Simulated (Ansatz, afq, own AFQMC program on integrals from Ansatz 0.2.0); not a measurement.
C$_{2}$H$_{4}$, singlet in 6-31G, levels against CCSDT(Q)

```yaml
atoms:
  - { symbol: C, position_ang: [0.0000, 0.0000, 0.7508] }
  - { symbol: C, position_ang: [0.0000, 0.0000, -0.7508] }
  - { symbol: H, position_ang: [0.0000, 1.0478, 1.3972] }
  - { symbol: H, position_ang: [0.0000, -1.0478, 1.3972] }
  - { symbol: H, position_ang: [0.0000, 1.0478, -1.3972] }
  - { symbol: H, position_ang: [0.0000, -1.0478, -1.3972] }
```

Connectivity, by distances: CH2–CH2.

Basis 6-31G. Noble-gas cores (and the filled d shells of Ga–Kr and In–Xe) are frozen. Ansatz 0.2.0 and our own AFQMC program on the same integrals; the CISD trial comes from CCSD amplitudes, and released means the phaseless constraint is let go. Uncertainties: one standard error, sampling alone.

Determinant: RHF, the one that the program's search chose, which needn't be the lowest solution. The geometry is a point of a scan.

No full CI on the walks' own integrals is used here; CCSDT(Q) serves as the reference and is uncertain by about the last step of the cluster series.

Cautions: higher spins were not checked; restricted determinant unstable towards unrestricted (UHF 356 meV lower, ⟨S²⟩ 0.54).

```
T1 diagnostic                               : 0.0128
weight of the determinant in the CISD state : 0.857
size of the correlated space                : 12 electrons in 24 orbitals
```

Reference: CCSDT(Q), correlation energy -6.722 eV. The released energy is read at 2.40 1/Eh (meV from the phaseless value at times in 1/Eh: -5 ± 14 at 0.24, -8 ± 9 at 0.51, -15 ± 9 at 0.99, -24 ± 8 at 1.62, -27 ± 12 at 2.40).

```
         level  E − E(reference) (meV)  share of correlation (%)
            HF                  6722.4                      0.00
           MP2                  1103.5                     83.59
          CCSD                   246.5                     96.33
       CCSD(T)                    23.6                     99.65
         CCSDT                    16.2                     99.76
 ph-AFQMC/CISD             18.2 ± 17.2                     99.73
released AFQMC             -8.9 ± 11.5                    100.13
```

A walk keeps the symmetry of its determinant, which the program's search chose and which needn't be the lowest solution, so a lower state of the same spin and another symmetry isn't excluded. Released energies are given only where the last usable release times agree within the noise; a slower fall can still hide under it.
